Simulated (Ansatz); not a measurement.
# CH5 (doublet): from Hartree-Fock to the top rungs at distance C1–H5 along a hydrogen transfer = 1.164 Å, cc-pVTZ

The task here is to estimate one member of a computed series from the others.

Method: cc-pVTZ, core rule «outside noble gas», up to 1 orbitals frozen; program: Ansatz 0.2.0, Gaussian basis.

The runs, in order: UHF; CCSD(T) on ROHF; CCSD(T) on UHF; BCCD(T) on ROHF; CCSDT(Q) on ROHF; CCSDT(Q) on UHF; CASSCF and NEVPT2, 3 electrons in 3 orbitals; CASSCF and NEVPT2, 9 electrons in 9 orbitals.

### What is computed

The geometry derives from fragments relaxed apart (PBE0/def2-TZVP) and kept rigid, so it is no stationary point. A hydrogen atom is moved between rigid fragments.

6 atoms, charge 0, spin multiplicity 2.

Atoms are counted from 1 here; the program's logs count them from 0.

Bond lengths: C1–H2 1.090 Å, C1–H3 1.090 Å, C1–H4 1.090 Å, C1–H5 1.164 Å. Angles: H2–C1–H3 109.5°, H2–C1–H4 109.5°, H2–C1–H5 109.5°, H3–C1–H4 109.5°, H3–C1–H5 109.5°, H4–C1–H5 109.5°.

The first run:

in.yaml

```yaml
crystal:
  periodic: [false, false, false]
  atoms:
    - {symbol: C, position_ang: [-0.143436, 0.000000, 0.000000]}
    - {symbol: H, position_ang: [-0.506642, 1.027301, 0.000000]}
    - {symbol: H, position_ang: [-0.506642, -0.513650, 0.889668]}
    - {symbol: H, position_ang: [-0.506642, -0.513650, -0.889669]}
    - {symbol: H, position_ang: [1.020564, 0.000000, 0.000000]}
    - {symbol: H, position_ang: [2.208564, 0.000000, 0.000000]}
basis:
  gaussian: {orbitals: cc-pVTZ}
magnetization: {spin_polarized: true, initial_magnetization: 1}
hamiltonian: {xc: hf}
output: {orbitals: {seedname: orbitals}}
```

Command:

```console
ansatz run in.yaml --threads 1 --pin off --events-out ev --progress --plain --max-ram 4096MiB --backend cpu
```

Among the steps run: UHF; CCSD(T) on ROHF; CCSD(T) on UHF; BCCD(T) on ROHF; CCSDT(Q) on ROHF; CCSDT(Q) on UHF; CASSCF and NEVPT2, 3 electrons in 3 orbitals; CASSCF and NEVPT2, 9 electrons in 9 orbitals.

One table of the session follows, with a row left open; its other results are not shown here.

```
        method  from UCCSDT(Q) (kcal/mol)
          ROHF                    +149.82
           UHF                    +147.71
          RMP2                     +18.96
          UMP2                     +18.93
         RCCSD                      +4.84
         UCCSD                      +4.78
      RCCSD(T)                      +0.41
      UCCSD(T)                      +0.42
       BCCD(T)                      +0.40
        RCCSDT                      +0.12
        UCCSDT                      +0.12
     RCCSDT(Q)                      +0.01
     UCCSDT(Q)                          0
   CASSCF pair                    +137.83
   NEVPT2 pair                          ?
CASSCF valence                     +95.21
NEVPT2 valence                     +22.07
```

Estimate the missing values for NEVPT2 pair.

The run gave: from UCCSDT(Q) (kcal/mol): +19.39. In the column «from UCCSDT(Q) (kcal/mol)» it lies between RMP2 (+18.96) and NEVPT2 valence (+22.07).

Limits of these values: Restricted and unrestricted rows rest on different reference determinants; where their highest levels disagree by more than a few hundredths of an eV, they describe different states and don't form one ladder.
